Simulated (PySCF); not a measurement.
# LiB at BLYP

Level: BLYP. basis Li 6-31G(d,p), B 6-31G(d,p); no relativity; PySCF 2.14.

For LiB, the state is ³Π (triplet), unpaired electrons σ ↑, π ↑. The bond length is 2.166 Å, the harmonic wavenumber is 510 cm⁻¹ and the force constant is 0.657 mdyn/Å. The rotational constant Be is 0.8386 cm⁻¹, the anharmonicity ωexe is 6.18 cm⁻¹ and the vibration–rotation constant αe is 0.0142 cm⁻¹. The well depth De to Li + B is 29.4 kcal/mol. The dissociation energy D0 is 28.6 kcal/mol. The bond order (Mayer) is 1.33. The dipole moment (positive dipole means Li(−)B(+)) is -3.94 D.

The state was picked by a PBE0 search and need not be the measured ground state.
